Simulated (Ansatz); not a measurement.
# AlFH₂N, SMILES [NH2][Al][F]: a composite energy at a relaxed geometry

Computed with the Ansatz DFT code, driven from Python.

`alfh2n.xyz`
```text
5

N    -0.74450    0.43870   -0.17430
Al    0.39910   -0.35340    1.04840
F     1.44130   -1.68840    0.48620
H    -0.42580    1.49380   -0.26670
H    -0.62020    0.03560   -1.13500
```

Script `composite_alfh2n.py`:
```python
"""Relax AlFH2N cheaply, then refine its energy."""

import itertools

import ansatz as az
from ase.data import atomic_numbers, covalent_radii
import numpy as np

SETTINGS = {
    "basis": "def2-SVP",
    "functional": "r2SCAN",
}


def main() -> None:
    molecule = az.Crystal.molecule_from_extxyz("alfh2n.xyz")

    calculation = molecule.calculation()
    calculation = calculation.basis(gaussian=SETTINGS["basis"])
    calculation = calculation.functional(SETTINGS["functional"]).spin("collinear", total=1)
    symbols = [site.symbol for site in molecule.cartesian_sites]
    start = np.array([site.position_ang for site in molecule.cartesian_sites], dtype=float)
    r = calculation.relax(force_tolerance=0.01).run(threads=1).report
    end = np.array(r["positions_ang"])
    # pairs closer than 1.2 times the sum of covalent radii, before or after
    radius = [covalent_radii[atomic_numbers[s]] for s in symbols]
    span = lambda where, i, j: np.linalg.norm(where[i] - where[j])
    bonded = [(i, j) for i, j in itertools.combinations(range(len(symbols)), 2) if min(span(start, i, j), span(end, i, j)) < 1.2 * (radius[i] + radius[j])]
    print("pair        before    after (A)")
    for i, j in bonded:
        print(f"{symbols[i]}{i}-{symbols[j]}{j}".ljust(10), f"{span(start, i, j):8.4f} {span(end, i, j):8.4f}")

    minimum = az.Crystal.molecule()
    for symbol, place in zip(symbols, end):
        minimum = minimum.atom(symbol, place.tolist())
    at_minimum = minimum.calculation().spin("collinear", total=1)
    # MP2 extrapolated to the basis limit, plus the small-basis difference CCSD(T) - MP2
    level = lambda method, basis: at_minimum.basis(gaussian=basis).correlation(method).run(threads=1).report
    small, large, cluster = level("mp2", "cc-pVDZ"), level("mp2", "cc-pVTZ"), level("ccsd_t", "cc-pVDZ")
    corr = lambda each: (each["free_energy_ev"] - each["reference_energy_ev"]) / 27.211386246
    mp2_limit = (27 * corr(large) - 8 * corr(small)) / 19
    pieces = {"HF / cc-pVTZ": large["reference_energy_ev"] / 27.211386246, "MP2 correlation, DZ-TZ limit": mp2_limit, "CCSD(T) - MP2 / cc-pVDZ": corr(cluster) - corr(small)}
    for name, value in pieces.items():
        print(f"{name:32s} {value:14.6f} Ha")
    print(f"{'sum':32s} {sum(pieces.values()):14.6f} Ha")
    print("T1 diagnostic", round(cluster["correlation"]["coupled_cluster"]["t1_diagnostic"], 4))


if __name__ == "__main__":
    main()
```

```console
$ python composite_alfh2n.py
pair        before    after (A)
N0-Al1       1.8521   1.7742
N0-H3        1.1060   1.0153
N0-H4        1.0492   1.0177
Al1-F2       1.7845   1.6742
HF / cc-pVTZ                        -397.127959 Ha
MP2 correlation, DZ-TZ limit          -0.577866 Ha
CCSD(T) - MP2 / cc-pVDZ               -0.023264 Ha
sum                                 -397.729088 Ha
T1 diagnostic 0.0162
```

Notes:
- The settings weren't tested for convergence.
- The sum leaves out core correlation, relativity, the Hartree-Fock basis error and zero-point energy; a DZ-TZ extrapolation is rough.
- The species is open-shell (spin multiplicity 2).
- Inner cores stay frozen, so this is valence correlation.
- For Al to Cl the sets with a tight d function, cc-pV(X+d)Z, are usual.
- An extrapolation from small basis sets is rough.
- It ran for 40 s on 1 thread of Arm Neoverse V2, on a shared host, peak memory 0.28 GiB.

(A comment or docstring line of the script was reworded after the run, the code is as it ran.)
